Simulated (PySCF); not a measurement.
Isomers of C4H8FN. Level of theory: PySCF, PBE0-D3(BJ)/def2-SVP geometry optimisation, gas phase. One conformer each; no zero-point energy, no entropy. No frequencies were run at this level. Point groups hold within 0.08 Å.

Task: Rank from lowest to highest electronic energy at this level (kJ/mol).
A. `C[C@@H]1NC[C@H]1F`
B. `[CH3:1][C@@H:2]1[NH:3][CH2:4][C@@H:5]1[F:6]` with C1–C2–N3–C4 -97°, C2–N3–C4–C5 -18°, N3–C4–C5–F6 135°, C1–C2–C5–C4 100°
C. `[CH3:1]/[N:2]=[CH:3]/[CH2:4][CH2:5][F:6]` with N2–C3–C4–C5 -124°, C3–C4–C5–F6 -62°
D. `[H]/[N:3]=[C:2](\[CH3:1])[C@H:4]([CH3:5])[F:6]` with C1–C2–C4–C5 100°

Result: D (0.0), C (47.0), B (56.5), A (64.7).

As drawn, the lowest has a C=N bond, which the highest lacks; the highest has a four-membered ring, which the lowest lacks. Neighbours under 10 kJ/mol apart (C/N=C/CCF and C[C@@H]1NC[C@@H]1F; C[C@@H]1NC[C@@H]1F and C[C@@H]1NC[C@H]1F) can change places with a better method, another conformer or zero-point energy. C[C@@H]1NC[C@@H]1F and C[C@@H]1NC[C@H]1F are stereoisomers, 8.2 kJ/mol apart in the conformers taken.

```
              SMILES      E (Eh)  E rel (kJ/mol)  dipole (D)  point group     A, B, C (MHz)
[H]/N=C(\C)[C@H](C)F  -311.25127             0.0        1.45           C1  4715, 3059, 2270
           C/N=C/CCF  -311.23336            47.0        0.32           C1  9787, 1547, 1424
  C[C@@H]1NC[C@@H]1F  -311.22977            56.5        0.99           C1  4663, 3972, 2574
   C[C@@H]1NC[C@H]1F  -311.22664            64.7        2.53           C1  5268, 3236, 2336
```

Task: As an exercise, what shares would exp(−E/RT) give at 1000 K from these electronic energies alone (no entropy, no degeneracies)?

Result: RT = 8.314 kJ/mol: [H]/N=C(\C)[C@H](C)F 99.5 %, C/N=C/CCF 0.3 %, C[C@@H]1NC[C@@H]1F 0.1 %, C[C@@H]1NC[C@H]1F under 0.1 %.
